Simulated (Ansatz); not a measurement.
Ideal-gas functions of BH₃SSi, SMILES `B1[SiH2]S1` at 400 K and 1 bar, from an Ansatz frequency run at PBE0-D4/def2-TZVP.

Molar mass 73.99 g/mol, point group Cs (symmetry number 1), electronic degeneracy 1, moments of inertia 30.137, 80.252, 104.331 u Å². Harmonic wavenumbers (cm⁻¹, unscaled): 448, 509, 584, 597, 680, 717, 858, 889, 961, 2239, 2254, 2727.

Use S(trans) = R[1.5 ln M + 2.5 ln T − 1.1517]; rotational temperatures θ = 24.2544 K / I; S(rot) = R[ln(√π/σ · √(T³/θAθBθC)) + 1.5]; for each mode x = 1.438777 ν̃/T, S = R[x/(eˣ − 1) − ln(1 − e⁻ˣ)] and H = RT x/(eˣ − 1); 1 cm⁻¹ = 0.0119627 kJ/mol; R = 8.31446 J/(mol·K).

By hand: the entropy, in J/(mol·K).

Translation 168.6. Rotation: θ = 0.8048, 0.3022, 0.2325 K, giving 103.9. Vibration, mode by mode: 5.19, 4.36, 3.52, 3.39, 2.68, 2.42, 1.62, 1.48, 1.20, 0.02, 0.02, 0.00, in all 25.9. Electronic 0.0. Sum 298.4 J/(mol·K).

By hand: H − E and G − E in kJ/mol, counted from the electronic energy.

Zero-point energy ½ × 13463 × 0.0119627 = 80.5; thermal vibration 7.2; translation, rotation and pV give 4 RT = 13.3. H − E = 101.0 kJ/mol, and G − E = 101.0 − 400 × 298.4/1000 = -18.4 kJ/mol.

Vibration gives 9 % of the entropy.
